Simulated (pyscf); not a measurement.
Elementary routes open to :HSi–NH–SiH₃ [singlet] + H₂ in the gas phase (singlet surface):
A. H₂N–SiH: [singlet] + SiH₄ (N–Si, H–H broken; H–N, H–Si formed)
B. HN=SiH₂ + SiH₄ (N–Si, H–H broken; H–Si, H–Si formed)

PySCF, gas phase, ωB97X-D3(BJ)/def2-SVP geometries.

Q: Rank the routes by free-energy barrier at 1200 K, lowest first, for ωB97M-D3(BJ)/def2-TZVP energies (ideal gas, 1 atm, RRHO with modes under 100 cm⁻¹ raised to 100, one conformer, R ln 2 for chiral ones without a mode under 150 cm⁻¹).

A: B (90.8 kcal/mol), A (94.1 kcal/mol)

Route B is the fastest of these, ahead of the next by 3.3 kcal/mol. The most stable products are those of A (ΔG = +5.8 kcal/mol), whose barrier is 3.3 kcal/mol higher: the kinetic and the thermodynamic product differ. At 298 K B is still the fastest. Only these routes are compared; each barrier is that of the saddle found, and lower ones may exist.
